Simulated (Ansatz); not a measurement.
Results of LDA (plane waves, PAW; Ansatz, an electronic-structure program) for tetradymite Bi2Te3.

Numerical settings: plane-wave cutoff 520 eV, 10×10×10 k mesh, Fermi–Dirac smearing 0.01 eV, scalar-relativistic PAW data made under PBE.

Cell (measured lattice):

Space group R-3m, hexagonal axes (No. 166); a = b = 4.3860 Å, c = 30.4970 Å, α = β = 90.00°, γ = 120.00°

```
atom  site  symmetry       x       y       z
----  ----  --------  ------  ------  ------
Bi      6c        3m  0.0000  0.0000  0.4000
Te      3a       -3m  0.0000  0.0000  0.0000
Te      6c        3m  0.0000  0.0000  0.2095
```
(The calculation used a cell of 5 atoms; values per cell refer to that cell.)

Problem. Estimate the band gap that the calculation returns.

Solution. 
band gap: 0.21 eV

Note: cell and atoms aren't relaxed at this level (largest force component 0.20 eV/Å, pressure -1.8 GPa).

Spin–orbit coupling is not included; it can close the smallest gap of 0.21 eV.

Static lattice: no zero-point or thermal effects.

The result took very roughly 2.0 core-minutes.
